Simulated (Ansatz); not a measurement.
## PH3F+ (SMILES F[PH3+]): where methods fail along a bond

PH3F+ has 5 atoms, charge +1, and is taken as a singlet. As SMILES, `F[PH3+]`. The shape is that of a GFN2-xTB optimisation.

| atom | x (Å) | y (Å) | z (Å) |
| --- | --- | --- | --- |
| F | -1.3655 | 0.2504 | 0.3411 |
| P | 0.1226 | -0.0224 | -0.0307 |
| H | 0.0382 | -0.4286 | -1.3494 |
| H | 0.4861 | -1.0083 | 0.8681 |
| H | 0.7186 | 1.2089 | 0.1708 |

The P2–H5 distance is scanned; the parts on either side stay rigid. Basis STO-3G, 6 core orbitals frozen in the correlated methods; program Ansatz 0.2.0. FCI is exact within this basis and core. Energies in eV from each method's value at 1.383 Å; methods without a U are spin-restricted. The shape above is that at 1.383 Å.

| distance (Å) | SVWN5 | B3LYP | MP2 | BCCD(T) | CCSDT(Q) | CCSDTQ | FCI |
| --- | --- | --- | --- | --- | --- | --- | --- |
| 1.383 | 0.00 | 0.00 | 0.00 | 0.00 | 0.00 | 0.00 | 0.00 |
| 1.728 | 0.68 | 0.78 | 0.98 | 0.80 | 0.80 | 0.80 | 0.80 |
| 2.074 | 2.15 | 2.35 | 2.80 | 2.31 | 2.28 | 2.28 | 2.28 |
| 2.765 | 4.41 | 4.76 | 5.41 | 3.92 | 3.86 | 3.89 | 3.89 |
| 3.457 | 5.35 | 5.80 | 6.11 | 4.07 | 4.05 | 4.15 | 4.15 |

Departure from the FCI curve at its largest: SVWN5 +1.20 eV at 3.46 Å; B3LYP +1.64 eV at 3.46 Å; MP2 +1.96 eV at 3.46 Å; BCCD(T) -0.08 eV at 3.46 Å; CCSDT(Q) -0.10 eV at 3.46 Å; CCSDTQ within 0.005 eV. Restricted functionals keep the electrons paired too, and rise too high.
